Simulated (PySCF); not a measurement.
C₂H₆O. Atoms are numbered in the order given.

```xyz
9

C      1.1601     0.0000    -0.1937
O      0.0000     0.0000     0.5882
C     -1.1601     0.0000    -0.1937
H      1.2140     0.8907    -0.8363
H      1.2140    -0.8907    -0.8363
H      2.0155     0.0000     0.4822
H     -1.2140     0.8907    -0.8363
H     -2.0155     0.0000     0.4822
H     -1.2140    -0.8907    -0.8363
```
Charge 0, spin multiplicity 1.

Geometry: PBE0-D3(BJ)/def2-TZVP.

Method: ωB97X/def2-TZVPD (PySCF).

Mulliken values depend strongly on the basis, most of all with diffuse functions as here. ESP charges are fitted to the potential on shells at 1.4 to 2.0 van der Waals radii. Atomic charges (e):

```json
[
 {"atom": "C1", "Mulliken": "-0.61", "ESP fit": "-0.26"},
 {"atom": "O2", "Mulliken": "-0.28", "ESP fit": "-0.20"},
 {"atom": "C3", "Mulliken": "-0.61", "ESP fit": "-0.26"},
 {"atom": "H4", "Mulliken": "0.26", "ESP fit": "0.12"},
 {"atom": "H5", "Mulliken": "0.26", "ESP fit": "0.12"},
 {"atom": "H6", "Mulliken": "0.24", "ESP fit": "0.13"},
 {"atom": "H7", "Mulliken": "0.26", "ESP fit": "0.12"},
 {"atom": "H8", "Mulliken": "0.24", "ESP fit": "0.13"},
 {"atom": "H9", "Mulliken": "0.26", "ESP fit": "0.12"}
]
```
